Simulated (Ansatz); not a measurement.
## Other spins and charges of HCSi, doublet at one geometry

Geometry (PBE0/def2-TZVP stationary point for this spin, not checked as a minimum):

| atom | x (Å) | y (Å) | z (Å) |
| --- | --- | --- | --- |
| Si | 0.0000 | 0.0000 | 1.4814 |
| C | 0.0000 | 0.0000 | -0.2010 |
| H | 0.0000 | 0.0000 | -1.2804 |

Basis 6-31G; Ansatz 0.2.0. Correlated methods freeze the noble-gas cores. Prefix R: restricted or restricted open-shell reference; prefix U: unrestricted. Active spaces: valence = (9e, 9o) chosen from the atoms' valence shells.

Gaps are energies of the second state less the first, at fixed atoms, for a selection of the levels run; each method lands on the state that its own search finds for that charge and spin.

Unrestricted rows (U, and Kohn–Sham where it breaks symmetry) aren't spin-pure: their determinants' ⟨S²⟩ exceeds S(S+1) by up to 0.40, so they mix in states of higher spin, at the starting point too. For open shells CISD and CISDTQ are restricted-active-space CI with the open shells as a complete middle space. The determinant of the HCSi⁺ singlet fills πx and πy unequally, so it is a mixture of Σ and Δ, which weighs on every level built on one determinant. A value is left out where its run failed or describes another state than the reference as far as symmetry and spin tell, or, spin-broken singlets apart, can't be checked.

Quartet less doublet: 2.991 eV at full CI (doublet B2, quartet B2, in C2v).

Large singles or doubles amplitudes warn of static correlation in the HCSi doublet.

```json
{"level": "RHF", "gap (eV)": "1.773", "error (meV)": "-1218", "⟨S²⟩ where 0.1 over S(S+1) (first / second)": "– / –"}
{"level": "UHF", "gap (eV)": "1.818", "error (meV)": "-1173", "⟨S²⟩ where 0.1 over S(S+1) (first / second)": "1.15 / –"}
{"level": "RMP2", "gap (eV)": "2.996", "error (meV)": "5", "⟨S²⟩ where 0.1 over S(S+1) (first / second)": "– / –"}
{"level": "UMP2", "gap (eV)": "2.497", "error (meV)": "-494", "⟨S²⟩ where 0.1 over S(S+1) (first / second)": "1.15 / –"}
{"level": "CISD", "gap (eV)": "2.727", "error (meV)": "-264", "⟨S²⟩ where 0.1 over S(S+1) (first / second)": "– / –"}
{"level": "RCCSD", "gap (eV)": "2.868", "error (meV)": "-123", "⟨S²⟩ where 0.1 over S(S+1) (first / second)": "– / –"}
{"level": "UCCSD", "gap (eV)": "2.886", "error (meV)": "-105", "⟨S²⟩ where 0.1 over S(S+1) (first / second)": "1.15 / –"}
{"level": "RCCSD(T)", "gap (eV)": "2.965", "error (meV)": "-26", "⟨S²⟩ where 0.1 over S(S+1) (first / second)": "– / –"}
{"level": "UCCSD(T)", "gap (eV)": "2.958", "error (meV)": "-33", "⟨S²⟩ where 0.1 over S(S+1) (first / second)": "1.15 / –"}
{"level": "BCCD(T)", "gap (eV)": "2.963", "error (meV)": "-28", "⟨S²⟩ where 0.1 over S(S+1) (first / second)": "– / –"}
{"level": "RCCSDT", "gap (eV)": "2.976", "error (meV)": "-15", "⟨S²⟩ where 0.1 over S(S+1) (first / second)": "– / –"}
{"level": "UCCSDT", "gap (eV)": "2.977", "error (meV)": "-14", "⟨S²⟩ where 0.1 over S(S+1) (first / second)": "1.15 / –"}
{"level": "CISDTQ", "gap (eV)": "2.971", "error (meV)": "-20", "⟨S²⟩ where 0.1 over S(S+1) (first / second)": "– / –"}
{"level": "RCCSDT(Q)", "gap (eV)": "2.990", "error (meV)": "-1", "⟨S²⟩ where 0.1 over S(S+1) (first / second)": "– / –"}
{"level": "UCCSDT(Q)", "gap (eV)": "2.990", "error (meV)": "-1", "⟨S²⟩ where 0.1 over S(S+1) (first / second)": "1.15 / –"}
{"level": "RCCSDTQ", "gap (eV)": "2.989", "error (meV)": "-2", "⟨S²⟩ where 0.1 over S(S+1) (first / second)": "– / –"}
{"level": "UCCSDTQ", "gap (eV)": "2.988", "error (meV)": "-3", "⟨S²⟩ where 0.1 over S(S+1) (first / second)": "1.15 / –"}
{"level": "CASSCF (valence space)", "gap (eV)": "3.119", "error (meV)": "128", "⟨S²⟩ where 0.1 over S(S+1) (first / second)": "– / –"}
{"level": "NEVPT2 (valence space)", "gap (eV)": "3.007", "error (meV)": "16", "⟨S²⟩ where 0.1 over S(S+1) (first / second)": "– / –"}
{"level": "MRCISD (valence space)", "gap (eV)": "2.991", "error (meV)": "0", "⟨S²⟩ where 0.1 over S(S+1) (first / second)": "– / –"}
{"level": "MRCISD+Q (valence space)", "gap (eV)": "2.984", "error (meV)": "-7", "⟨S²⟩ where 0.1 over S(S+1) (first / second)": "– / –"}
{"level": "PBE", "gap (eV)": "3.118", "error (meV)": "127", "⟨S²⟩ where 0.1 over S(S+1) (first / second)": "– / –"}
{"level": "BLYP", "gap (eV)": "3.223", "error (meV)": "232", "⟨S²⟩ where 0.1 over S(S+1) (first / second)": "– / –"}
{"level": "r2SCAN", "gap (eV)": "2.971", "error (meV)": "-20", "⟨S²⟩ where 0.1 over S(S+1) (first / second)": "– / –"}
{"level": "PBE0", "gap (eV)": "2.843", "error (meV)": "-148", "⟨S²⟩ where 0.1 over S(S+1) (first / second)": "– / –"}
{"level": "B3LYP", "gap (eV)": "3.022", "error (meV)": "31", "⟨S²⟩ where 0.1 over S(S+1) (first / second)": "– / –"}
{"level": "wB97M-V", "gap (eV)": "3.043", "error (meV)": "52", "⟨S²⟩ where 0.1 over S(S+1) (first / second)": "– / –"}
{"level": "B2PLYP", "gap (eV)": "3.017", "error (meV)": "26", "⟨S²⟩ where 0.1 over S(S+1) (first / second)": "– / –"}
{"level": "RPA-PBE", "gap (eV)": "2.973", "error (meV)": "-18", "⟨S²⟩ where 0.1 over S(S+1) (first / second)": "– / –"}
```

Question: PBE gives 9.185 eV for removing an electron, to the triplet. Estimate what full CI gives in 6-31G.

Answer: Full CI in 6-31G gives 8.533 eV, so against it PBE is off by 0.652 eV.

Large singles or doubles amplitudes warn of static correlation in the HCSi doublet.

```json
{"level": "RHF", "gap (eV)": "7.558", "error (meV)": "-975", "⟨S²⟩ where 0.1 over S(S+1) (first / second)": "– / –"}
{"level": "UHF", "gap (eV)": "7.674", "error (meV)": "-859", "⟨S²⟩ where 0.1 over S(S+1) (first / second)": "1.15 / –"}
{"level": "RMP2", "gap (eV)": "8.595", "error (meV)": "62", "⟨S²⟩ where 0.1 over S(S+1) (first / second)": "– / –"}
{"level": "UMP2", "gap (eV)": "8.114", "error (meV)": "-419", "⟨S²⟩ where 0.1 over S(S+1) (first / second)": "1.15 / –"}
{"level": "CISD", "gap (eV)": "8.316", "error (meV)": "-217", "⟨S²⟩ where 0.1 over S(S+1) (first / second)": "– / –"}
{"level": "RCCSD", "gap (eV)": "8.436", "error (meV)": "-97", "⟨S²⟩ where 0.1 over S(S+1) (first / second)": "– / –"}
{"level": "UCCSD", "gap (eV)": "8.454", "error (meV)": "-79", "⟨S²⟩ where 0.1 over S(S+1) (first / second)": "1.15 / –"}
{"level": "RCCSD(T)", "gap (eV)": "8.514", "error (meV)": "-19", "⟨S²⟩ where 0.1 over S(S+1) (first / second)": "– / –"}
{"level": "UCCSD(T)", "gap (eV)": "8.507", "error (meV)": "-26", "⟨S²⟩ where 0.1 over S(S+1) (first / second)": "1.15 / –"}
{"level": "BCCD(T)", "gap (eV)": "8.511", "error (meV)": "-22", "⟨S²⟩ where 0.1 over S(S+1) (first / second)": "– / –"}
{"level": "RCCSDT", "gap (eV)": "8.521", "error (meV)": "-12", "⟨S²⟩ where 0.1 over S(S+1) (first / second)": "– / –"}
{"level": "UCCSDT", "gap (eV)": "8.522", "error (meV)": "-11", "⟨S²⟩ where 0.1 over S(S+1) (first / second)": "1.15 / –"}
{"level": "CISDTQ", "gap (eV)": "8.515", "error (meV)": "-18", "⟨S²⟩ where 0.1 over S(S+1) (first / second)": "– / –"}
{"level": "RCCSDT(Q)", "gap (eV)": "8.532", "error (meV)": "-1", "⟨S²⟩ where 0.1 over S(S+1) (first / second)": "– / –"}
{"level": "UCCSDT(Q)", "gap (eV)": "8.532", "error (meV)": "-1", "⟨S²⟩ where 0.1 over S(S+1) (first / second)": "1.15 / –"}
{"level": "RCCSDTQ", "gap (eV)": "8.531", "error (meV)": "-2", "⟨S²⟩ where 0.1 over S(S+1) (first / second)": "– / –"}
{"level": "UCCSDTQ", "gap (eV)": "8.531", "error (meV)": "-2", "⟨S²⟩ where 0.1 over S(S+1) (first / second)": "1.15 / –"}
{"level": "CASSCF (valence space)", "gap (eV)": "8.306", "error (meV)": "-227", "⟨S²⟩ where 0.1 over S(S+1) (first / second)": "– / –"}
{"level": "NEVPT2 (valence space)", "gap (eV)": "8.448", "error (meV)": "-85", "⟨S²⟩ where 0.1 over S(S+1) (first / second)": "– / –"}
{"level": "MRCISD (valence space)", "gap (eV)": "8.517", "error (meV)": "-16", "⟨S²⟩ where 0.1 over S(S+1) (first / second)": "– / –"}
{"level": "MRCISD+Q (valence space)", "gap (eV)": "8.528", "error (meV)": "-5", "⟨S²⟩ where 0.1 over S(S+1) (first / second)": "– / –"}
{"level": "r2SCAN", "gap (eV)": "9.174", "error (meV)": "641", "⟨S²⟩ where 0.1 over S(S+1) (first / second)": "– / –"}
{"level": "PBE0", "gap (eV)": "9.047", "error (meV)": "514", "⟨S²⟩ where 0.1 over S(S+1) (first / second)": "– / –"}
{"level": "B3LYP", "gap (eV)": "9.098", "error (meV)": "565", "⟨S²⟩ where 0.1 over S(S+1) (first / second)": "– / –"}
{"level": "wB97M-V", "gap (eV)": "8.891", "error (meV)": "358", "⟨S²⟩ where 0.1 over S(S+1) (first / second)": "– / –"}
{"level": "B2PLYP", "gap (eV)": "8.877", "error (meV)": "344", "⟨S²⟩ where 0.1 over S(S+1) (first / second)": "– / –"}
{"level": "RPA-PBE", "gap (eV)": "8.560", "error (meV)": "27", "⟨S²⟩ where 0.1 over S(S+1) (first / second)": "– / –"}
```

Removing an electron, to the singlet: 9.711 eV at full CI (doublet B2, singlet ion A1, in C2v).

Large singles or doubles amplitudes warn of static correlation in the HCSi doublet.

By full CI's occupations no single determinant describes the singlet well.

```tsv
level	gap (eV)	error (meV)
RHF	9.295	-416
RMP2	10.046	335
CISD	9.781	70
RCCSD	9.813	102
RCCSD(T)	9.836	125
BCCD(T)	9.835	124
RCCSDT*	9.736	25
CISDTQ	9.740	29
RCCSDT(Q)*	9.707	-4
RCCSDTQ*	9.712	1
CASSCF (valence space)	9.440	-271
NEVPT2 (valence space)	9.626	-85
MRCISD (valence space)	9.695	-16
MRCISD+Q (valence space)	9.707	-4
```

An asterisk marks runs whose energy the program itself flagged as in doubt.

In so small a basis the reference is far from its limit while semilocal and hybrid functionals are nearer theirs (RPA and double hybrids share much of the reference's basis error), so the functionals' errors here hold much of the reference's basis and frozen-core error, which can add to them or hide them.

Full CI is exact within this basis and frozen core; it isn't the basis-set limit. The frozen core follows each run's orbitals, which can shift R against U totals by a few meV.
